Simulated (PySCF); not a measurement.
# O: electron affinity

O⁻ [He] 2s2 2p5 (2P) → O [He] 2s2 2p4 (3P), as a difference of total energies. All numbers are calculated (PySCF 2.14, the spin-free X2C one-electron Hamiltonian (Gaussian nucleus), in x2c-QZVPPall with one added diffuse shell each of s, p, d, f type (8s5p4d3f1g, 73 functions)). Correlated levels: valence and next inner shell: nothing frozen. The calculations carry no spin-orbit coupling.

```json
{"method": "UHF", "electron affinity (eV)": "-0.583", "error (eV)": "-2.044"}
{"method": "MP2 (valence and next inner shell)", "electron affinity (eV)": "1.465", "error (eV)": "+0.004"}
{"method": "SCS-MP2 (valence and next inner shell)", "electron affinity (eV)": "1.437", "error (eV)": "-0.024"}
{"method": "CCSD (valence and next inner shell)", "electron affinity (eV)": "1.217", "error (eV)": "-0.244"}
{"method": "CCSD(T) (valence and next inner shell)", "electron affinity (eV)": "1.376", "error (eV)": "-0.085"}
```

Reference: 1.461 eV (measured; photodetachment measurements, as compiled on the Wikipedia data page of electron affinities).

Errors of the correlated levels include the incompleteness of this basis.

A negative affinity means that the anion lies above the atom at that level of theory.
